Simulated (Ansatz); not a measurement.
System: fluorite CeO2. Method: PBE-D3(BJ) in Ansatz (plane waves, PAW).

Numerical settings: plane-wave cutoff 500 eV, 10×10×10 k mesh, gaussian smearing 0.02 eV, no spin polarisation, scalar-relativistic PAW data made under PBE.

Cell (relaxed at this level):

```yaml
crystal:
  lattice:
    - [0.00000, 2.71652, 2.71652]
    - [2.71652, 0.00000, 2.71652]
    - [2.71652, 2.71652, 0.00000]
  atoms:
    - { symbol: Ce, position: [0.00000, 0.00000, 0.00000] }
    - { symbol: O, position: [0.25000, 0.25000, 0.25000] }
    - { symbol: O, position: [0.75000, 0.75000, 0.75000] }
```

### Question
Give the computed band gap.

### Answer

band gap: 1.97 eV (on the SCF k mesh)

Measured, for comparison: band gap 3 eV (temperature not stated, no zero-point or thermal correction, O 2p to Ce 4f, our sources range from 3.00 to 3.20; as tabulated in Tran et al. (2019), arXiv:1908.01820).

Spin–orbit coupling is not included.

The computed numbers hold no vibrational or temperature effects.

Ansatz is an electronic-structure program.
